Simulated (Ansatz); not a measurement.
An Ansatz input:

```yaml
crystal:
  lattice:
    - [3.6220148665, 0.0, 0.0]
    - [-1.8110074333, 3.1367568872, 0.0]
    - [0.0, 0.0, 12.1590698766]
  atoms:
    - { symbol: Pr, position: [0.0, 1.0, 1.0], spin: 2.359 }
    - { symbol: Pr, position: [0.0, 1.0, 0.5], spin: 2.359 }
    - { symbol: Pr, position: [0.3333333333, 0.6666666667, 0.75], spin: -2.381 }
    - { symbol: Pr, position: [0.6666666667, 0.3333333333, 0.25], spin: -2.381 }
hamiltonian:
  xc: revpbe
  pseudopotentials:
    kind: paw
    azcp:
      Pr: "pseudopotentials/Pr.paw.azcp"
basis:
  ecutwfc: 420
  fft_grid_basis: typed
kpoints:
  mp_grid: { grid: [13, 13, 4], shift: [0, 0, 0] }
magnetization:
  spin_polarized: true
scf:
  occupations: { method: fermi_dirac, width: 0.05 }
output:
  stress: true
```

Terminal output

```
band count auto-derived: 59 (N_el = 52.0; filled up to band 26; 37 by the electrons, moments and atoms)
Engine: ansatz 0.2.0, x86_64-unknown-linux-gnu
Pseudopotentials: kind: paw
Pseudopotential: Pr, paw, valence charge 13, recommended cutoff 420 eV (normal) 
Functional definition: revPBE
  parameter kappa = 1.245
  parameter beta = 0.06672455060314922
  exchange = pbe_x(kappa = kappa, mu = beta*pi^2/3)
  correlation = pbe_c(beta = beta)
Crystal: 4 atoms, lattice volume = 138.144 Å³
Basis set: ecut = 420 eV, 2657 PW (Γ)
Bands: 59, of which v1, the nominal top of the filled ones, is band 26 counted from 1 (25 counted from 0)
Symmetry: 24 space group operations
Space group: P63/mmc (ITA 194), of the structure as read, at distance tolerance 5.2e-5 Å
Magnetic group: BNS 194.263 (UNI 1493), of the structure as read, at distance tolerance 5.2e-5 Å
k-points: 63 of 676
Non-local potential: Pr, projectors of the file, l = 0: 3, l = 1: 2, l = 2: 2, l = 3: 3
PAW form: soft (Blöchl's): semilocal exchange-correlation on the pseudo side does not see the compensation charge
PAW frozen core: Pr, regenerated for the run's functional, and the local potential with it (the file was generated under x = pbe(κ = 0.804, μ = 0.2195149727645171), c = pbe(β = 0.06672455060314922))
PAW one-centre angular grid: Pr, 590 points (default); XC on 64 Gauss nodes
Initial density: superposition of atomic densities (chi_scale 0.1, normalization cell)
Starting moments: Σ|m| = 9.48 μB on 4 of 4 sites
Initial wavefunctions: pseudopotential atomic-orbital guess
Functional: x = revpbe(κ = 1.245, μ = 0.2195149727645171), c = pbe(β = 0.06672455060314922)
iter 1 solved again at ethr=8.26e-4 eV; its pass at ethr=3.10e-3 eV (dr2=4.30e-1 eV) is discarded
SCF iter   1: F=—  HF=-27763.945340 eV  |F-HF|=—  |Δ(HF+E_count)|=         —  Δρ=3.13e-2 (↑3.13e-2 ↓3.12e-2)  dr2=4.35e-1  dr2_m=1.14e0  M=-0.108 μB ∫|m|=8.873 μB  β_m=0.30  ethr=8.26e-4  ⟨swp⟩=1.9  Hψ=33972  notcnv=0
Mixer restart at iter 1: flushing history
spin=Collinear: Kerker preconditioning applied to the charge; magnetization (m = ρ↑ − ρ↓) channel mixes plain (no charge-response kernel on spin).
SCF iter   2: F=—  HF=-27764.552165 eV  |F-HF|=—  |Δ(HF+E_count)|=         —  Δρ=2.33e-2 (↑2.33e-2 ↓2.33e-2)  dr2=1.28e-1  dr2_m=6.52e-1  M=-0.106 μB ∫|m|=9.062 μB  β_m=0.30  ethr=8.26e-4  ⟨swp⟩=2.0  Hψ=14868  notcnv=0
...
SCF iter   9: F=-27766.208351 eV  HF=-27766.208351 eV  |F-HF|=1.09e-11  |Δ(HF+E_count)|=  3.64e-12  Δρ=1.18e-7 (↑7.18e-8 ↓1.18e-7)  dr2=3.08e-11  dr2_m=5.41e-12  M=-0.068 μB ∫|m|=10.115 μB  ethr=1.00e-12  ⟨swp⟩=1.3  Hψ=41642  notcnv=0
SCF 4 converged in 9 iterations: F = -27766.208351 eV  dr2 = 3.08e-11
iter 1 solved again at ethr=1.00e-12 eV; its pass at ethr=3.10e-3 eV (dr2=4.01e-11 eV) is discarded
SCF iter   1: F=—  HF=-27766.208351 eV  |F-HF|=—  |Δ(HF+E_count)|=         —  Δρ=1.18e-7 (↑7.20e-8 ↓1.18e-7)  dr2=3.12e-11  dr2_m=5.41e-12  M=-0.068 μB ∫|m|=10.115 μB  β_m=0.30  ethr=1.00e-12  ⟨swp⟩=2.4  Hψ=63353  notcnv=0
spin=Collinear: Kerker preconditioning applied to the charge; magnetization (m = ρ↑ − ρ↓) channel mixes plain (no charge-response kernel on spin).
SCF iter   2: F=-27766.208351 eV  HF=-27766.208351 eV  |F-HF|=5.93e-10  |Δ(HF+E_count)|=  1.09e-11  Δρ=3.60e-7 (↑3.00e-7 ↓3.60e-7)  dr2=5.88e-10  dr2_m=6.77e-11  M=-0.068 μB ∫|m|=10.115 μB  ethr=1.00e-12  ⟨swp⟩=4.7  Hψ=37186  notcnv=0
SCF 5 converged in 2 iterations: F = -27766.208351 eV  dr2 = 5.88e-10
Symmetry: 2 space group operations
k-points: 255 of 676 (time reversal used)
iter 1 solved again at ethr=1.16e-12 eV; its pass at ethr=1.92e-6 eV (dr2=6.03e-10 eV) is discarded
SCF iter   1: F=—  HF=-27766.208351 eV  |F-HF|=—  |Δ(HF+E_count)|=         —  Δρ=3.67e-7 (↑3.04e-7 ↓3.67e-7)  dr2=6.03e-10  dr2_m=6.91e-11  M=-0.068 μB ∫|m|=10.115 μB  ethr=1.16e-12  ⟨swp⟩=1.0  Hψ=117830  notcnv=0
spin=Collinear: Kerker preconditioning applied to the charge; magnetization (m = ρ↑ − ρ↓) channel mixes plain (no charge-response kernel on spin).
SCF iter   2: F=—  HF=-27766.208351 eV  |F-HF|=—  |Δ(HF+E_count)|=   5.67e-8  Δρ=3.45e-5 (↑3.37e-5 ↓3.45e-5)  dr2=5.43e-6  dr2_m=7.18e-7  M=-0.066 μB ∫|m|=10.115 μB  β_m=0.30  ethr=1.16e-12  ⟨swp⟩=4.6  Hψ=65536  notcnv=0
SCF iter   3: F=—  HF=-27766.208356 eV  |F-HF|=—  |Δ(HF+E_count)|=   5.75e-6  Δρ=3.53e-4 (↑3.52e-4 ↓3.53e-4)  dr2=5.48e-4  dr2_m=7.74e-5  M=-0.082 μB ∫|m|=10.115 μB  β_m=0.16  ethr=1.16e-12  ⟨swp⟩=4.0  Hψ=70721  notcnv=0  recentre
SCF iter   4: F=-27766.208351 eV  HF=-27766.208351 eV  |F-HF|=2.16e-9  |Δ(HF+E_count)|=   5.81e-6  Δρ=7.28e-7 (↑5.77e-7 ↓7.28e-7)  dr2=2.41e-9  dr2_m=3.01e-10  M=-0.068 μB ∫|m|=10.115 μB  ethr=1.16e-12  ⟨swp⟩=1.0  Hψ=93578  notcnv=0
SCF 6 converged in 4 iterations: F = -27766.208351 eV  dr2 = 2.41e-9
k-points: 189 of 676 (time reversal used)
iter 1 solved again at ethr=1.16e-12 eV; its pass at ethr=1.92e-6 eV (dr2=6.01e-10 eV) is discarded
SCF iter   1: F=—  HF=-27766.208351 eV  |F-HF|=—  |Δ(HF+E_count)|=         —  Δρ=3.66e-7 (↑3.03e-7 ↓3.66e-7)  dr2=6.01e-10  dr2_m=6.91e-11  M=-0.068 μB ∫|m|=10.115 μB  ethr=1.16e-12  ⟨swp⟩=1.0  Hψ=87608  notcnv=0
spin=Collinear: Kerker preconditioning applied to the charge; magnetization (m = ρ↑ − ρ↓) channel mixes plain (no charge-response kernel on spin).
SCF iter   2: F=—  HF=-27766.209888 eV  |F-HF|=—  |Δ(HF+E_count)|=   1.54e-3  Δρ=2.82e-3 (↑1.54e-3 ↓2.82e-3)  dr2=1.66e-2  dr2_m=2.86e-3  M=-0.032 μB ∫|m|=10.084 μB  ethr=1.92e-6  ⟨swp⟩=1.0  Hψ=76796  notcnv=0
SCF iter   3: F=—  HF=-27766.208453 eV  |F-HF|=—  |Δ(HF+E_count)|=   1.43e-3  Δρ=1.67e-3 (↑1.67e-3 ↓1.65e-3)  dr2=1.34e-2  dr2_m=1.69e-3  M=0.001 μB ∫|m|=10.114 μB  ethr=1.92e-6  ⟨swp⟩=1.0  Hψ=52699  notcnv=0
SCF iter   4: F=—  HF=-27766.208327 eV  |F-HF|=—  |Δ(HF+E_count)|=   1.26e-4  Δρ=2.46e-4 (↑2.46e-4 ↓1.06e-4)  dr2=1.17e-4  dr2_m=2.16e-5  M=-0.064 μB ∫|m|=10.119 μB  ethr=1.92e-6  ⟨swp⟩=1.0  Hψ=46116  notcnv=0
SCF iter   5: F=—  HF=-27766.208324 eV  |F-HF|=—  |Δ(HF+E_count)|=   3.34e-6  Δρ=2.96e-5 (↑2.91e-5 ↓2.96e-5)  dr2=5.35e-6  dr2_m=5.36e-7  M=-0.065 μB ∫|m|=10.114 μB  ethr=3.94e-7  ⟨swp⟩=1.0  Hψ=46116  notcnv=0
SCF iter   6: F=—  HF=-27766.208331 eV  |F-HF|=—  |Δ(HF+E_count)|=   7.60e-6  Δρ=2.39e-4 (↑2.39e-4 ↓2.38e-4)  dr2=2.50e-4  dr2_m=3.50e-5  M=-0.057 μB ∫|m|=10.114 μB  ethr=1.47e-8  ⟨swp⟩=1.1  Hψ=54123  notcnv=0
SCF iter   7: F=—  HF=-27766.208329 eV  |F-HF|=—  |Δ(HF+E_count)|=   2.51e-6  Δρ=2.71e-5 (↑2.71e-5 ↓2.12e-5)  dr2=1.75e-6  dr2_m=3.61e-7  M=-0.066 μB ∫|m|=10.115 μB  ethr=7.50e-7  ⟨swp⟩=1.0  Hψ=46116  notcnv=0
SCF iter   8: F=—  HF=-27766.208332 eV  |F-HF|=—  |Δ(HF+E_count)|=   3.15e-6  Δρ=2.58e-5 (↑2.58e-5 ↓2.51e-5)  dr2=3.93e-6  dr2_m=3.98e-7  M=-0.066 μB ∫|m|=10.114 μB  ethr=6.21e-9  ⟨swp⟩=1.0  Hψ=54635  notcnv=0
```

The calculation hadn't finished when its time ran out.

With an open f shell the SCF can settle in more than one state.
